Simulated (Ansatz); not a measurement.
Geometry optimisation, RKS B3LYP-D4/def2-SVP (Ansatz).

The input (input.yaml):

```yaml
crystal:
  periodic: [false, false, false]
  atoms:
    - { symbol: Al, position_ang: [0.0, 0.0, 0.0] }
    - { symbol: "N", position_ang: [0.0, 0.0, 2.27] }
    - { symbol: H, position_ang: [-0.877, -0.2713, 2.8] }
    - { symbol: H, position_ang: [0.877, 0.2713, 2.8] }
    - { symbol: H, position_ang: [1.351, 0.0, -0.78] }
    - { symbol: H, position_ang: [-1.351, 0.0, -0.78] }
    - { symbol: Si, position_ang: [-0.3277, 2.4647, 0.8261] }
    - { symbol: H, position_ang: [-1.6846, 2.906, 0.5168] }
    - { symbol: H, position_ang: [-0.1132, 2.5276, 2.2689] }
    - { symbol: H, position_ang: [0.6318, 3.3357, 0.1537] }
    - { symbol: H, position_ang: [-0.1694, 1.2742, 2.0436] }
basis:
  gaussian: { orbitals: def2-SVP }
hamiltonian:
  xc: b3lyp
  dispersion: d4
relax:
  f_tol: 0.15
  max_steps: 25
  restrain:
    - { distance: [0, 6], at: 2.32, k: 30.0 }
    - { distance: [10, 1], at: 1.06, k: 30.0 }
    - { distance: [0, 1], at: 3.12, k: 30.0 }
    - { distance: [10, 6], at: 2.66, k: 30.0 }
output:
  orbitals: {}
```

Run as:

```bash
$ ansatz run input.yaml --threads 2 --pin off --max-ram 3072MiB --backend cpu --events-out ev --progress --plain --runs-dir out
```

Where does it end, and by what steps?

It converged. The restraints hold the end off the free minimum; the threshold counts their pulls, which the force column leaves out. Restrained pairs: Al1–Si7 (2.62 → 2.35 Å), N2–H11 (1.31 → 1.04 Å), Al1–N2 (2.27 → 3.10 Å), Si7–H11 (1.71 → 2.67 Å). After 12 steps the energy has fallen by 2.258 eV (the restraints' own energy left out); H9 moved furthest, 1.22 Å.

| step | energy less start (eV) | largest force component (eV/Å) | accepted |
| --- | --- | --- | --- |
| 0 | 0.0000 | 4.047 | yes |
| 1 | -0.7012 | 3.401 | yes |
| 2 | -0.7402 | 3.538 | yes |
| 3 | -0.9861 | 2.838 | yes |
| 4 | -1.6143 | 6.038 | yes |
| 5 | -2.0361 | 2.067 | yes |
| 6 | -2.1751 | 1.219 | yes |
| 7 | -2.1944 | 1.270 | yes |
| 8 | -2.2141 | 1.267 | yes |
| 9 | -2.2167 | 1.394 | yes |
| 10 | -2.2527 | 1.164 | yes |
| 11 | -2.2569 | 1.077 | yes |
| 12 | -2.2579 | 1.177 | yes |

```xyz
11
Properties=species:S:1:pos:R:3
Al 0.108 0.497 -0.487
N -0.280 0.074 2.560
H -1.120 -0.363 2.946
H 0.525 -0.281 3.078
H 1.564 -0.091 -0.744
H -1.148 -0.310 -1.041
Si -0.182 2.594 0.540
H -1.506 2.648 1.264
H 0.858 2.829 1.602
H -0.145 3.816 -0.347
H -0.338 1.095 2.746
```

The run took 16 s on 2 threads of Intel(R) Xeon(R) Platinum 8559C (Emerald Rapids), on a shared host, peak memory 0.19 GiB.
